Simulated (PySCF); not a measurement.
# One shape, several levels: [BH4]− (SMILES [H][B-]([H])([H])[H])

Wanted: a comparison of 6 runs (M06-2X/STO-6G, PBE/STO-6G, SVWN5/STO-6G, MP2/STO-6G, UMP2/STO-6G, UCCSD(T)/STO-6G) of [BH4]−. 

Program for the calculation: PySCF 2.14.0.

10 further runs of the same task are left out: 1 that didn't finish, 9 set aside as unsound or not needed.

### 1 The molecule

[BH4]−: 5 atoms, total charge -1, spin state singlet. As SMILES, `[H][B-]([H])([H])[H]`. The B1–H4 distance was set to 2.213 Å, away from the relaxed value. At this shape a bond of the SMILES string is far longer than usual.

Bond lengths: B1–H2 1.229 Å, B1–H3 1.229 Å, B1–H5 1.229 Å. Angles: H2–B1–H3 109.5°, H2–B1–H5 109.5°, H3–B1–H5 109.5°.

### 2 The energy at M06-2X/STO-6G (run 1)

run.py

```python
from pyscf import gto, dft

molecule = gto.M(
    atom='''
B      0.888343    -1.524270     0.585749
H      0.910793    -1.562802     2.908544
H      3.070316    -1.501537    -0.209372
H     -1.110403     1.904485    -0.732382
H     -0.205676    -3.411521    -0.209145
''',
    verbose=4,
    basis='sto-6g',
    unit='bohr',
    max_memory=1860,
    charge=-1,
    spin=0,
)

calc0 = dft.RKS(molecule, xc='m06-2x')
calc0.grids.level = 5
calc0.conv_tol = 1e-10
calc0.kernel()
if not calc0.converged:
    calc0 = calc0.newton().run(calc0.mo_coeff, calc0.mo_occ)

energy = calc0.e_tot
print('E = %.10f Eh' % energy)
```

Run with:

```bash
$ OMP_NUM_THREADS=1 python run.py
```

What it wrote:

```text
PySCF version 2.14.0

[... 68 lines left out ...]
converged SCF energy = -26.9096095465678
E = -26.9096095466 Eh
```

Run time: 1.7 s. Hardware: 1 thread of Arm Neoverse V2, shared host; peak memory 0.16 GiB.

### 3 The energy at PBE/STO-6G (run 2)

calc.py

```python
from pyscf import gto, dft

mol = gto.M(
    atom=[
    ('B', (0.470091, -0.806609, 0.309965)),
    ('H', (0.481971, -0.826999, 1.539135)),
    ('H', (1.624741, -0.794579, -0.110795)),
    ('H', (-0.587600, 1.007810, -0.387560)),
    ('H', (-0.108839, -1.805299, -0.110675)),
],
    spin=0,
    max_memory=1860,
    charge=-1,
    basis='sto-6g',
    verbose=4,
)

mf = dft.RKS(mol)
mf.xc = 'pbe'
mf.conv_tol = 1e-10
mf.grids.level = 5
mf.kernel()
if not mf.converged:
    mf = mf.newton().run(mf.mo_coeff, mf.mo_occ)

etot = mf.e_tot
print('Final energy', etot)
```

Run with:

```bash
$ OMP_NUM_THREADS=1 python calc.py
```

What it wrote:

```text
PySCF version 2.14.0

[... 72 lines left out ...]
converged SCF energy = -26.8956614813276
Final energy -26.895661481327586
```

Run time: 1.4 s. Hardware: 1 thread of Arm Neoverse V2, shared host; peak memory 0.15 GiB.

Runs 3 to 4 aren't shown in full; the table further down has their settings and results.

### 4 A single-point energy at UMP2/STO-6G (run 5)

input.py

```python
from pyscf import gto, mp

mol = gto.Mole()
mol.atom = '''
B      0.888343    -1.524270     0.585749
H      0.910793    -1.562802     2.908544
H      3.070316    -1.501537    -0.209372
H     -1.110403     1.904485    -0.732382
H     -0.205676    -3.411521    -0.209145
'''
mol.basis = 'sto-6g'
mol.charge = -1
mol.verbose = 4
mol.unit = 'bohr'
mol.max_memory = 1860
mol.spin = 0
mol.build()

mf = mol.UHF()
mf.conv_tol = 1e-10
mf.kernel()
if not mf.converged:
    mf = mf.newton().run(mf.mo_coeff, mf.mo_occ)
for _ in range(3):
    mo, _, stable, _ = mf.stability(return_status=True)
    if stable:
        break
    mf.kernel(mf.make_rdm1(mo, mf.mo_occ))

pt = mp.MP2(mf, frozen=1).run()
e_final = pt.e_tot
print('Final energy', e_final)
```

Run with:

```bash
$ OMP_NUM_THREADS=1 python input.py
```

What it wrote:

```text
PySCF version 2.14.0

[... 85 lines left out ...]
converged SCF energy = -26.6281039974184  <S^2> = 1.4654944e-13  2S+1 = 1
[... 64 lines left out ...]
converged SCF energy = -26.644916239997  <S^2> = 0.53756865  2S+1 = 1.7749013
[... 3 lines left out ...]
******** <class 'pyscf.mp.ump2.UMP2'> ********
nocc = (np.int64(4), np.int64(4)), nmo = (8, 8)
frozen orbitals 1
E(UMP2) = -26.6876364468338  E_corr = -0.0427202068368598
E(SCS-UMP2) = -26.6944424537787  E_corr = -0.0495262137817067
E_corr(same-spin) = -0.00200542433368281
E_corr(oppo-spin) = -0.040714782503177
Final energy -26.68763644683385
```

It took 0.62 s on 1 thread of Arm Neoverse V2, shared host; peak memory 0.12 GiB.

### 5 A single-point energy at UCCSD(T)/STO-6G (run 6)

run.py

```python
from pyscf import gto, cc

molecule = gto.M(
    atom='''
B      0.888343    -1.524270     0.585749
H      0.910793    -1.562802     2.908544
H      3.070316    -1.501537    -0.209372
H     -1.110403     1.904485    -0.732382
H     -0.205676    -3.411521    -0.209145
''',
    spin=0,
    charge=-1,
    verbose=3,
    unit='bohr',
    max_memory=1860,
    basis='sto-6g',
)

mf = molecule.UHF()
mf.conv_tol = 1e-10
mf.kernel()
if not mf.converged:
    mf = mf.newton().run(mf.mo_coeff, mf.mo_occ)
for _ in range(3):
    mo, _, stable, _ = mf.stability(return_status=True)
    if stable:
        break
    mf.kernel(mf.make_rdm1(mo, mf.mo_occ))

mycc = cc.CCSD(mf, frozen=1)
mycc.kernel()
e_t = mycc.ccsd_t()
energy = mycc.e_tot + e_t
print('E = %.10f Eh' % energy)
```

Run with:

```bash
$ OMP_NUM_THREADS=1 python run.py
```

What it wrote:

```text
converged SCF energy = -26.6281039974184  <S^2> = 1.4654944e-13  2S+1 = 1
<class 'pyscf.scf.uhf.UHF'> wavefunction has an internal instability
converged SCF energy = -26.644916239997  <S^2> = 0.53756865  2S+1 = 1.7749013
<class 'pyscf.scf.uhf.UHF'> wavefunction is stable in the internal stability analysis
E(UCCSD) = -26.73322934429998  E_corr = -0.08831310430299301
UCCSD(T) correction = -0.0010389157063944
E = -26.7342682600 Eh
```

It took 1.4 s on 1 thread of Arm Neoverse V2, shared host; peak memory 0.12 GiB.

### 6 The series

```tsv
run	level	integration grid	frozen core orbitals	energy (Eh)	HOMO energy (eV)	LUMO energy (eV)	HOMO–LUMO gap (eV)	wall time
1	M06-2X/STO-6G	5	–	-26.909610	3.03	12.16	9.13	1.7 s
2	PBE/STO-6G	5	–	-26.895661	5.18	10.10	4.92	1.4 s
3	SVWN5/STO-6G	5	–	-26.589166	5.36	10.33	4.97	1.2 s
4	MP2/STO-6G	–	1	-26.697026	1.80	15.46	13.66	0.56 s
5	UMP2/STO-6G	–	1	-26.687636	2.23	15.70	13.47	0.62 s
6	UCCSD(T)/STO-6G	–	1	-26.734268	2.23	15.70	13.47	1.4 s
```

### 7 What came out

```
                                                    quantity         value
                                         run 6: total energy  -26.73427 Eh
                  run 6: HOMO energy (Hartree–Fock orbitals)       2.23 eV
                  run 6: LUMO energy (Hartree–Fock orbitals)      15.70 eV
run 6: HOMO–LUMO gap (to an unbound level, set by the basis)      13.47 eV
           run 6: correlation energy (1 core orbital frozen)     -89.4 mEh
                                       run 6: (T) correction     -1.04 mEh
                    run 6: ⟨S²⟩ of the reference determinant         0.538
                                        run 6: T1 diagnostic         0.099
```

What this shows: Over runs 1, 2, 3 the HOMO–LUMO gap runs from 4.92 eV (PBE/STO-6G) to 9.13 eV (M06-2X/STO-6G). The empty levels of an anion lie above zero and hang on the basis. Totals of different functionals can't be ranked against each other. In runs 1, 2, 3, 4, 5, 6 the HOMO lies above zero, so the outermost electron may be held by the basis alone. In runs 1, 2, 3, 4, 5, 6 the basis is minimal, so the values are rough. Spin contamination of the reference: run 5 ⟨S²⟩ = 0.54, run 6 ⟨S²⟩ = 0.54. All runs together took 6.9 s, the longest 1.7 s.
